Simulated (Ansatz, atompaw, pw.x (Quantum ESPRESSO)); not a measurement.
What a changed setting does to a pw.x run (fcc Pt)

Potential: PAW, atompaw 4.2.0.5, PBEsol; core [Kr] 4d10, reference 4f14 5s2 5p6 5d9 6s0 6p1; waves: 5s (bound); 6s (bound, empty); 5p (bound); 6p (bound); 5d (bound); 5d channel at 2.55 Ry; 4f (bound); 4f channel at -2.25 Ry; local part: troulliermartins scheme with l = 4 at 0 Ry, radius 1.80 bohr; core correction: smooth core density matched at 1.80 bohr; augmentation: besselshape compensation charge, radius 2.10 bohr; PAW radius 2.20 bohr; waves and projectors: bloechl.

The reference run (k-mesh 14³, cutoffs 120/900 Ry, Fermi–Dirac 0.01 Ry, mixing_beta 0.4, conv_thr 1e-9, no spin) gives -0.29 GPa at 15.052 Å³/atom, where all-electron LAPW gives 0.22 GPa. This run, with its own iteration cap, changes smearing to mv.

```
&control
  calculation='scf', prefix='x', pseudo_dir='./', outdir='./tmp', tstress=.true., disk_io='none'
/
&system
  ibrav=0, nat=1, ntyp=1, ecutwfc=120, ecutrho=900, nbnd=26,
  occupations='smearing', smearing='mv', degauss=0.01
/
&electrons
  conv_thr=1e-09, mixing_beta=0.4, electron_maxstep=60
/
ATOMIC_SPECIES
Pt 1.0 Pt.UPF
CELL_PARAMETERS angstrom
  0.00000000 1.95969314 1.95969314
  1.95969314 0.00000000 1.95969314
  1.95969314 1.95969314 0.00000000
ATOMIC_POSITIONS crystal
Pt 0.0000 0.0000 0.0000
K_POINTS automatic
14 14 14 0 0 0
```

```bash
pw.x < Pt.scf.in > Pt.scf.out
```

How does the run end?

It converges in 8 iterations; the free energy moves by +48.8 meV/atom and the pressure by -0.85 GPa. This scheme is built to cancel the term in the square of the width that Fermi–Dirac smearing leaves in the F of a metal.

```
Message from routine setup:
     using ibrav=0 with symmetry is DISCOURAGED, use correct ibrav instead
     lattice parameter (alat)  =       5.2372  a.u.
     unit-cell volume          =     101.5759 (a.u.)^3
     number of electrons       =        32.00
     number of Kohn-Sham states=           26
     kinetic-energy cutoff     =     120.0000  Ry
     charge density cutoff     =     900.0000  Ry
     scf convergence threshold =      1.0E-09
     Exchange-correlation= SLA PW PSX PSC
     number of k points=   104  Marzari-Vanderbilt smearing, width (Ry)=  0.0100
     iteration #  1     ecut=   120.00 Ry     beta= 0.40
     total energy              =   -1664.67387419 Ry
     estimated scf accuracy    <       0.21982663 Ry
     iteration #  2     ecut=   120.00 Ry     beta= 0.40
     total energy              =   -1664.71121144 Ry
     estimated scf accuracy    <       0.00554398 Ry
     iteration #  3     ecut=   120.00 Ry     beta= 0.40
     c_bands:  1 eigenvalues not converged
     c_bands:  1 eigenvalues not converged
     c_bands:  1 eigenvalues not converged
     c_bands:  1 eigenvalues not converged
     c_bands:  1 eigenvalues not converged
     c_bands:  1 eigenvalues not converged
     [... 2 repeated lines left out ...]
     total energy              =   -1664.71313202 Ry
     estimated scf accuracy    <       0.00192895 Ry
     iteration #  4     ecut=   120.00 Ry     beta= 0.40
     [... 1 repeated lines left out ...]
     total energy              =   -1664.71325909 Ry
     estimated scf accuracy    <       0.00111959 Ry
     iteration #  5     ecut=   120.00 Ry     beta= 0.40
     total energy              =   -1664.71348207 Ry
     estimated scf accuracy    <       0.00000241 Ry
     iteration #  6     ecut=   120.00 Ry     beta= 0.40
     total energy              =   -1664.71349731 Ry
     estimated scf accuracy    <       0.00000133 Ry
     iteration #  7     ecut=   120.00 Ry     beta= 0.40
     total energy              =   -1664.71349724 Ry
     estimated scf accuracy    <       0.00000032 Ry
     iteration #  8     ecut=   120.00 Ry     beta= 0.40
     the Fermi energy is    29.8518 ev
!    total energy              =   -1664.71349729 Ry
     estimated scf accuracy    <          5.5E-10 Ry
     smearing contrib. (-TS)   =       0.00018406 Ry
     The total energy is F=E-TS. E is the sum of the following terms:
     one-electron contribution =    -752.02740197 Ry
     hartree contribution      =     244.80876406 Ry
     xc contribution           =     -59.28603384 Ry
     ewald contribution        =    -633.88328066 Ry
     one-center paw contrib.   =    -464.32572894 Ry
     convergence has been achieved in   8 iterations
          total   stress  (Ry/bohr**3)                   (kbar)     P=      -11.37
     Message from routine punch:
     Nothing written, as per user request (disk_io='none')
```

The run took about 81 s on one core of a shared host (Intel(R) Xeon(R) 6975P-C, 192 threads, 756 GiB, load 69).
